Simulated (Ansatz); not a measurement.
## Ansatz (development build ahead of 0.2.0) run

```yaml
crystal:
  periodic: [false, false, false]
  atoms:
    - { symbol: C, position_ang: [-0.04035, -0.00634, -0.13476] }
    - { symbol: H, position_ang: [-0.00507, 0.99367, 0.2691] }
    - { symbol: H, position_ang: [-0.04816, -1.01273, 0.32793] }
basis:
  gaussian: { orbitals: "6-31G" }
magnetization:
  spin_polarized: true
  initial_magnetization: 2
hamiltonian:
  xc: hf
```

The input is written out in the form of the current development build from the run's settings.

Output:

```yaml
Converged: yes
Total_energy: -38.91065 hartree
Spin_squared_of_the_determinant: 2.018
```
